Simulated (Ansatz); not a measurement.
The input, for Ansatz 0.2.0:

```yaml
crystal:
  periodic: [false, false, false]
  atoms:
    - {symbol: Si, position_ang: [0.000090, -0.000062, -0.043737]}
    - {symbol: H, position_ang: [1.415348, 0.014593, 0.409118]}
    - {symbol: H, position_ang: [-0.721058, 1.220018, 0.403029]}
    - {symbol: H, position_ang: [-0.696788, -1.232882, 0.406559]}
basis:
  gaussian: {orbitals: 6-31G}
magnetization: {spin_polarized: false, initial_magnetization: 1}
correlation: {method: fci, electrons: outside_noble_gas}
```

```sh
$ ansatz run in.yaml --threads 1 --pin off --events-out ev --progress --plain --max-ram 2393MiB
```

Output:

```
402 factors; integrals over basis functions are off by at most 3.1e-8 eV
mean field evaluation 1: about -7906.3471 eV, gradient 6.8e0 eV
mean field evaluation 2: about -7906.3485 eV, gradient 6.8e0 eV
mean field evaluation 4: about -7906.7020 eV, gradient 2.1e-1 eV
mean field evaluation 8: about -7906.7026 eV, gradient 1.2e-4 eV
mean field -7906.70263436 eV, -290.5659624571 hartree, gradient 1.3e-6 eV, S^2 0.750000; 0 other end points of the search recorded, 0 dependent functions left out
mean field evaluation 16: about -7906.7248 eV, gradient 2.6e-1 eV
5 core orbitals not correlated: weight in the atoms' cores, before any rotation towards them, 1.000 or more for the frozen orbitals, at most 0.000 for the correlated occupied ones
reference -7906.70263436 eV, -290.5659624571 hartree; 4, 3 occupied and 10, 11 virtual orbitals, 402 factors
state -7908.61613014 eV, -290.6362821301 hartree
Total energy: -7908.61613014 eV, -290.6362821301 hartree
```

Ran on 1 thread of Arm Neoverse V1, shared host: 0.96 s wall, 0.15 GiB peak host memory.
